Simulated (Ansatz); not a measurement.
The inner images of a band of C3H8 + H (12 atoms, charge 0, multiplicity 2) are given out of order.

Theory: UKS PBE0/def2-SVP in Ansatz.

Image 0:

```xyz
12
Properties=species:S:1:pos:R:3
H -0.459 -0.863 0.684
C 0.329 -0.269 0.191
C 0.184 -0.388 -1.319
C 0.269 1.167 0.691
H -2.797 -2.320 1.942
H 1.284 -0.726 0.504
H 0.981 0.164 -1.843
H 0.232 -1.436 -1.652
H -0.779 0.025 -1.661
H 1.069 1.781 0.247
H 0.377 1.223 1.786
H -0.691 1.641 0.429
```

Image 6:

```xyz
12
Properties=species:S:1:pos:R:3
H -1.495 -1.495 1.193
C 0.606 -0.106 0.070
C 0.220 -0.390 -1.336
C 0.335 1.216 0.691
H -2.128 -1.836 1.447
H 1.320 -0.776 0.561
H 0.876 0.136 -2.061
H 0.282 -1.463 -1.575
H -0.807 -0.050 -1.553
H 1.023 2.001 0.313
H 0.454 1.193 1.785
H -0.685 1.570 0.465
```

Put them in order from the first end to the last, with their energies above the first end.
A.
```xyz
12
Properties=species:S:1:pos:R:3
H -0.556 -0.901 0.722
C 0.255 -0.318 0.236
C 0.110 -0.449 -1.272
C 0.198 1.113 0.744
H -1.948 -1.678 1.386
H 1.192 -0.798 0.567
H 0.926 0.066 -1.805
H 0.120 -1.504 -1.588
H -0.839 -0.009 -1.620
H 1.021 1.722 0.335
H 0.268 1.155 1.842
H -0.747 1.601 0.453
```
B.
```xyz
12
Properties=species:S:1:pos:R:3
H -0.765 -0.970 0.785
C 0.275 -0.293 0.215
C 0.091 -0.469 -1.265
C 0.178 1.102 0.762
H -1.505 -1.409 1.157
H 1.117 -0.871 0.626
H 0.910 0.016 -1.827
H 0.080 -1.531 -1.553
H -0.852 -0.013 -1.610
H 1.008 1.732 0.392
H 0.224 1.115 1.862
H -0.761 1.591 0.455
```
C.
```xyz
12
Properties=species:S:1:pos:R:3
H -0.477 -0.899 0.718
C 0.304 -0.299 0.218
C 0.145 -0.422 -1.290
C 0.233 1.136 0.719
H -2.411 -1.965 1.632
H 1.264 -0.749 0.525
H 0.936 0.130 -1.823
H 0.191 -1.471 -1.620
H -0.822 -0.011 -1.624
H 1.029 1.756 0.275
H 0.341 1.191 1.813
H -0.731 1.604 0.457
```
D.
```xyz
12
Properties=species:S:1:pos:R:3
H -1.263 -1.326 1.087
C 0.560 -0.136 0.081
C 0.184 -0.416 -1.329
C 0.276 1.174 0.720
H -1.894 -1.654 1.370
H 1.273 -0.809 0.571
H 0.896 0.042 -2.047
H 0.169 -1.495 -1.547
H -0.810 -0.005 -1.574
H 1.008 1.952 0.416
H 0.318 1.116 1.818
H -0.718 1.558 0.435
```
E.
```xyz
12
Properties=species:S:1:pos:R:3
H -1.027 -1.155 0.942
C 0.461 -0.191 0.128
C 0.136 -0.445 -1.299
C 0.226 1.140 0.744
H -1.652 -1.505 1.241
H 1.174 -0.863 0.617
H 0.896 0.012 -1.962
H 0.107 -1.520 -1.537
H -0.836 -0.006 -1.584
H 1.005 1.862 0.427
H 0.253 1.103 1.844
H -0.744 1.569 0.440
```

C (+0.007 eV), A (+0.055 eV), B (+0.279 eV), E (+0.025 eV), D (-0.071 eV).

Time of the run: 2.4 min on 2 threads of Arm Neoverse V1, with other jobs on the host, peak memory 0.21 GiB.
